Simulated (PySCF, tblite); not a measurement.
# Methane (CH₄): isotopologues and vibrational averages

Aim: rotational constants, zero-point energies and shieldings of isotopologues of Methane (CH₄) (`C`).

Programs: PySCF 2.14.0 with density-fitted response routines of our own, and tblite 0.8.0. All values are computed, except where a source is named. Atoms count from 0 throughout.

## (1) The molecule as given

5 atoms, charge 0, multiplicity 1; geometry from: force field or distance geometry start.

Bonds of the start (Å): C0–H1 1.05, C0–H2 1.09, C0–H3 1.10, C0–H4 1.13.

## (2) GFN2-xTB relaxation, lowest of a short conformer search

What the job is given:

```
{"job": {"xc": "GFN2-xTB", "basis": "xTB", "kind": "relax"}, "charge": 0, "multiplicity": 1}
C      0.033200    -0.026100     0.002600
H      0.892400    -0.633700    -0.008500
H      0.301900     0.868000    -0.551900
H     -0.337000     0.324600     0.978700
H     -0.856000    -0.521400    -0.489700
```

The run is started by

```console
$ OMP_NUM_THREADS=1 python ens_run.py task.json out
```

One launch serves the whole session.

Standard output:

```text
step      E/eV     max force
  0    -113.49733    2.346
  1    -113.56741    0.747
  2    -113.58300    0.586
  3    -113.60830    0.320
  4    -113.61154    0.188
  5    -113.61304    0.064
  6    -113.61324    0.043
  7    -113.61337    0.042
  8    -113.61345    0.024
  9    -113.61348    0.009
 10    -113.61348    0.002
```

Run time: 0.08 s. Hardware: 1 thread of Arm Neoverse N1, shared host.

Relaxing gained 0.116 eV and moved the atoms by 0.05 Å on average (rms).

## (3) Tight optimisation and Hessian

What the job is given:

```
{"job": {"xc": "B3LYP", "basis": "pcSseg-2", "grid": 2, "temperatures": [250, 1000], "kind": "geom"}, "charge": 0, "multiplicity": 1}
C      0.006875     0.002249    -0.013748
H      0.862232    -0.658445     0.041122
H      0.269287     0.885715    -0.580963
H     -0.290807     0.290793     0.985884
H     -0.813099    -0.508901    -0.501035
```

Standard output:

```text
step   0  E = -1103.1436989 eV  max force = 0.18060
step   1  E = -1103.1459026 eV  max force = 0.00425
step   2  E = -1103.1459038 eV  max force = 0.00007
step   3  E = -1103.1459038 eV  max force = 0.00007
harmonic wavenumbers (cm-1): 1340.7 1340.8 1341.0 1556.9 1556.9 3029.6 3131.6 3131.7 3131.8
```

Run time: 73 s. Hardware: 1 thread of Arm Neoverse N1, shared host; peak memory 0.36 GiB.

## (4) Displacements along the modes, parent

What the job is given:

```
{"job": {"xc": "B3LYP", "basis": "pcSseg-2", "grid": 2, "temperatures": [250, 1000], "kind": "vib", "mass_numbers": [12, 1, 1, 1, 1]}, "charge": 0, "multiplicity": 1}
C      0.006891     0.002289    -0.013748
H      0.866688    -0.661878     0.041417
H      0.270696     0.890340    -0.583987
H     -0.292390     0.292232     0.991124
H     -0.817397    -0.511574    -0.503546
```

Standard output:

```text
mode    cm-1    km/mol   phi_rrr   E(+)/cm-1  E(-)/cm-1
  1   1340.67    13.77    -100.5     238.02     245.26
  2   1340.83    13.77      92.8     245.01     238.31
  3   1340.97    13.78     101.1     245.33     238.03
  4   1556.85     0.00      18.5     280.88     279.54
  5   1556.91     0.00     -57.1     278.15     282.26
  6   3029.58     0.00     884.4     578.42     514.65
  7   3131.62    22.36     586.8     587.83     545.72
  8   3131.67    22.36    -635.8     544.05     589.67
  9   3131.77    22.36   -1174.3     525.19     609.45
```

Wall time 61 s (1 thread of Arm Neoverse N1, shared host); peak memory 0.36 GiB.

## (5) Displacements along the modes, 13C at atom 0

What the job is given:

```
{"job": {"xc": "B3LYP", "basis": "pcSseg-2", "grid": 2, "temperatures": [250, 1000], "kind": "vib", "mass_numbers": [13, 1, 1, 1, 1]}, "charge": 0, "multiplicity": 1}
C      0.006891     0.002289    -0.013748
H      0.866688    -0.661878     0.041417
H      0.270696     0.890340    -0.583987
H     -0.292390     0.292232     0.991124
H     -0.817397    -0.511574    -0.503546
```

Standard output:

```text
mode    cm-1    km/mol   phi_rrr   E(+)/cm-1  E(-)/cm-1
  1   1332.34    13.53     100.9     243.77     236.50
  2   1332.50    13.53     -92.8     236.80     243.50
  3   1332.64    13.53     101.5     243.84     236.52
  4   1556.85     0.00     -18.5     279.54     280.88
  5   1556.91     0.00      57.1     282.26     278.15
  6   3029.58     0.00    -884.4     514.65     578.42
  7   3120.48    22.60     559.6     584.83     544.66
  8   3120.52    22.60     649.8     588.14     541.52
  9   3120.62    22.60    1165.3     607.09     523.48
```

It took 61 s on 1 thread of Arm Neoverse N1, shared host; peak memory 0.36 GiB.

## (6) Displacements along the modes, 2H at atom 1

What the job is given:

```
{"job": {"xc": "B3LYP", "basis": "pcSseg-2", "grid": 2, "temperatures": [250, 1000], "kind": "vib", "mass_numbers": [12, 2, 1, 1, 1]}, "charge": 0, "multiplicity": 1}
C      0.006891     0.002289    -0.013748
H      0.866688    -0.661878     0.041417
H      0.270696     0.890340    -0.583987
H     -0.292390     0.292232     0.991124
H     -0.817397    -0.511574    -0.503546
```

Standard output:

```text
mode    cm-1    km/mol   phi_rrr   E(+)/cm-1  E(-)/cm-1
  1   1183.01     9.23     -28.4     212.05     214.12
  2   1183.31     9.23     -23.9     212.28     213.97
  3   1335.26    14.28    -135.9     235.77     245.58
  4   1496.21     2.42     -30.0     268.25     270.42
  5   1496.32     2.42      57.0     271.41     267.29
  6   2271.20     6.38    1223.2     455.91     368.02
  7   3058.99     6.67   -1045.7     514.68     590.00
  8   3131.36    22.15      77.4     569.52     563.97
  9   3131.49    22.14    -831.3     536.93     596.57
```

It took 59 s on 1 thread of Arm Neoverse N1, shared host; peak memory 0.36 GiB.

## (7) Displacements along the modes, 2H at atom 1, 2H at atom 2, 2H at atom 3, 2H at atom 4

What the job is given:

```
{"job": {"xc": "B3LYP", "basis": "pcSseg-2", "grid": 2, "temperatures": [250, 1000], "kind": "vib", "mass_numbers": [12, 2, 2, 2, 2]}, "charge": 0, "multiplicity": 1}
C      0.006891     0.002289    -0.013748
H      0.866688    -0.661878     0.041417
H      0.270696     0.890340    -0.583987
H     -0.292390     0.292232     0.991124
H     -0.817397    -0.511574    -0.503546
```

Standard output:

```text
mode    cm-1    km/mol   phi_rrr   E(+)/cm-1  E(-)/cm-1
  1   1013.60     8.33      56.1     184.66     180.62
  2   1013.71     8.33      54.3     184.61     180.69
  3   1013.81     8.33     -56.1     180.65     184.69
  4   1101.28     0.00     -11.0     197.83     198.62
  5   1101.32     0.00     -34.0     197.00     199.45
  6   2143.06     0.00     525.9     405.33     367.37
  7   2318.31     9.76     491.2     436.62     401.34
  8   2318.35     9.76    -287.6     408.70     429.35
  9   2318.44     9.76     764.6     446.75     391.84
```

Wall time 58 s (1 thread of Arm Neoverse N1, shared host); peak memory 0.36 GiB.

## (8) Displacements along the modes, 2H at atom 1, 2H at atom 2, 2H at atom 3

What the job is given:

```
{"job": {"xc": "B3LYP", "basis": "pcSseg-2", "grid": 2, "temperatures": [250, 1000], "kind": "vib", "mass_numbers": [12, 2, 2, 2, 1]}, "charge": 0, "multiplicity": 1}
C      0.006891     0.002289    -0.013748
H      0.866688    -0.661878     0.041417
H      0.270696     0.890340    -0.583987
H     -0.292390     0.292232     0.991124
H     -0.817397    -0.511574    -0.503546
```

Standard output:

```text
mode    cm-1    km/mol   phi_rrr   E(+)/cm-1  E(-)/cm-1
  1   1021.92     8.16      81.4     187.09     181.22
  2   1049.97     5.97      27.0     190.09     188.14
  3   1050.12     5.97     -51.8     187.27     191.01
  4   1312.35     4.69      25.8     237.58     235.73
  5   1312.39     4.69       3.4     236.77     236.54
  6   2184.11     1.61     627.3     416.61     371.37
  7   2318.36     9.83      63.4     421.27     416.71
  8   2318.46     9.83    -541.4     399.56     438.44
  9   3108.89    17.20   -1963.8     495.10     635.98
```

It took 59 s on 1 thread of Arm Neoverse N1, shared host; peak memory 0.36 GiB.

## (9) Displacements along the modes, 2H at atom 1, 2H at atom 2

What the job is given:

```
{"job": {"xc": "B3LYP", "basis": "pcSseg-2", "grid": 2, "temperatures": [250, 1000], "kind": "vib", "mass_numbers": [12, 2, 2, 1, 1]}, "charge": 0, "multiplicity": 1}
C      0.006891     0.002289    -0.013748
H      0.866688    -0.661878     0.041417
H      0.270696     0.890340    -0.583987
H     -0.292390     0.292232     0.991124
H     -0.817397    -0.511574    -0.503546
```

Standard output:

```text
mode    cm-1    km/mol   phi_rrr   E(+)/cm-1  E(-)/cm-1
  1   1047.85     6.04      42.7     190.28     187.18
  2   1112.56     9.50       0.2     200.39     200.38
  3   1261.24    12.85      -0.4     227.58     227.63
  4   1348.46     0.00       0.1     242.86     242.82
  5   1460.57     5.17     -83.0     260.01     265.99
  6   2226.65     3.67     806.9     431.26     373.14
  7   2318.39     9.89      -0.2     418.99     419.00
  8   3085.21    12.31    1327.6     605.84     510.34
  9   3131.19    21.93      -5.7     566.50     566.91
```

Run time: 60 s. Hardware: 1 thread of Arm Neoverse N1, shared host; peak memory 0.36 GiB.

## (10) Displacements along the modes, 13C at atom 0, 2H at atom 1

What the job is given:

```
{"job": {"xc": "B3LYP", "basis": "pcSseg-2", "grid": 2, "temperatures": [250, 1000], "kind": "vib", "mass_numbers": [13, 2, 1, 1, 1]}, "charge": 0, "multiplicity": 1}
C      0.006891     0.002289    -0.013748
H      0.866688    -0.661878     0.041417
H      0.270696     0.890340    -0.583987
H     -0.292390     0.292232     0.991124
H     -0.817397    -0.511574    -0.503546
```

Standard output:

```text
mode    cm-1    km/mol   phi_rrr   E(+)/cm-1  E(-)/cm-1
  1   1174.98     9.12     -29.2     210.58     212.70
  2   1175.27     9.12      24.9     212.55     210.80
  3   1328.06    14.00    -136.8     234.44     244.31
  4   1495.17     2.29     -29.5     268.08     270.21
  5   1495.28     2.30      56.9     271.22     267.11
  6   2259.94     6.70    1215.1     453.57     366.26
  7   3055.43     6.63   -1046.1     514.02     589.37
  8   3120.18    22.37      71.6     567.28     562.14
  9   3120.31    22.37     825.3     594.32     535.11
```

Wall time 60 s (1 thread of Arm Neoverse N1, shared host); peak memory 0.36 GiB.

## (11) Vibrational averages by isotopologue

What the job is given:

```
{"job": {"xc": "B3LYP", "basis": "pcSseg-2", "grid": 2, "temperatures": [250, 1000], "kind": "iso"}, "charge": 0, "multiplicity": 1}
C      0.006891     0.002289    -0.013748
H      0.866688    -0.661878     0.041417
H      0.270696     0.890340    -0.583987
H     -0.292390     0.292232     0.991124
H     -0.817397    -0.511574    -0.503546
```

Standard output:

```text
parent
  Be/MHz 158902.839 158902.678 158900.737
  B0/MHz 156591.79 156596.793 156597.328
  ZPE/cm-1 9780.4
  <sigma>(0 K)/ppm 184.078 30.827 30.828 30.827 30.829
13C at atom 0
  Be/MHz 158902.839 158902.678 158900.737
  B0/MHz 156599.347 156604.156 156604.863
  ZPE/cm-1 9751.2
  <sigma>(0 K)/ppm 184.083 30.829 30.829 30.829 30.831
2H at atom 1
  Be/MHz 158900.755 117504.627 117504.529
  B0/MHz 156891.31 115935.04 115935.766
  ZPE/cm-1 9143.6
  <sigma>(0 K)/ppm 184.356 30.944 30.844 30.843 30.844
2H at atom 1, 2H at atom 2, 2H at atom 3, 2H at atom 4
  Be/MHz 79512.496 79512.415 79511.444
  B0/MHz 78664.017 78665.39 78665.217
  ZPE/cm-1 7170.9
  <sigma>(0 K)/ppm 185.162 30.997 30.997 30.997 30.998
2H at atom 1, 2H at atom 2, 2H at atom 3
  Be/MHz 99050.525 99049.225 79512.347
  B0/MHz 97977.076 97975.917 78553.585
  ZPE/cm-1 7838.3
  <sigma>(0 K)/ppm 184.889 30.980 30.980 30.980 30.872
2H at atom 1, 2H at atom 2
  Be/MHz 130057.561 105989.392 92331.205
  B0/MHz 128569.064 104756.869 91135.587
  ZPE/cm-1 8496.1
  <sigma>(0 K)/ppm 184.627 30.963 30.963 30.859 30.859
13C at atom 0, 2H at atom 1
  Be/MHz 158900.755 117397.846 117397.748
  B0/MHz 156901.441 115836.409 115837.036
  ZPE/cm-1 9112.3
  <sigma>(0 K)/ppm 184.362 30.947 30.846 30.845 30.846
```

It took 8.3 min on 1 thread of Arm Neoverse N1, shared host; peak memory 0.36 GiB. This counts the whole study up to here.

Rotational constants (MHz) at equilibrium and in the ground state:

```
                                          isotopologue                            Be                            B0  zero-point change (cm⁻¹)
                                                parent  158902.8, 158902.7, 158900.7  156591.8, 156596.8, 156597.3                       0.0
                                         13C at atom 0  158902.8, 158902.7, 158900.7  156599.3, 156604.2, 156604.9                     -29.2
                                          2H at atom 1  158900.8, 117504.6, 117504.5  156891.3, 115935.0, 115935.8                    -636.9
2H at atom 1, 2H at atom 2, 2H at atom 3, 2H at atom 4     79512.5, 79512.4, 79511.4     78664.0, 78665.4, 78665.2                   -2609.5
              2H at atom 1, 2H at atom 2, 2H at atom 3     99050.5, 99049.2, 79512.3     97977.1, 97975.9, 78553.6                   -1942.2
                            2H at atom 1, 2H at atom 2   130057.6, 105989.4, 92331.2   128569.1, 104756.9, 91135.6                   -1284.4
                           13C at atom 0, 2H at atom 1  158900.8, 117397.8, 117397.7  156901.4, 115836.4, 115837.0                    -668.1
```

Shieldings of the first species (ppm): at equilibrium, the vibrational parts at 0 K, and the averages:

```
atom  equilibrium  anharmonic  harmonic     0 K   250 K  1000 K
  C0       187.94       -3.18     -0.68  184.08  183.97  184.17
  H1        31.46       -0.44     -0.19   30.83   30.81   30.71
  H2        31.46       -0.44     -0.19   30.83   30.81   30.71
  H3        31.46       -0.44     -0.19   30.83   30.81   30.71
  H4        31.46       -0.44     -0.19   30.83   30.81   30.71
```

Isotope effects on the shieldings at 0 K (ppb; positive means more shielded):

```
atom  13C at atom 0  2H at atom 1  2H at atom 1, 2H at atom 2, 2H at atom 3, 2H at atom 4  2H at atom 1, 2H at atom 2, 2H at atom 3  2H at atom 1, 2H at atom 2  13C at atom 0, 2H at atom 1
  C0              5           277                                                    1084                                       810                         549                          283
  H1              2           117                                                     170                                       153                         136                          119
  H2              2            16                                                     170                                       153                         136                           18
  H3              2            16                                                     170                                       153                          32                           18
  H4              2            15                                                     169                                        43                          30                           17
```

## (12) Results

| quantity | value |
| --- | --- |
| point group | Td |
| B0 of the first species | 156591.8, 156596.8, 156597.3 MHz |
| zero-point energy | 9780 cm⁻¹ |
| zero-point change of σ(C0) | -3.86 ppm |

**Reading.** Zero-point motion changes the shielding of C0 most, by -3.86 ppm. The largest secondary isotope effect is 1084 ppb on C0, 1 bond from the change (2H at atom 1, 2H at atom 2, 2H at atom 3, 2H at atom 4).
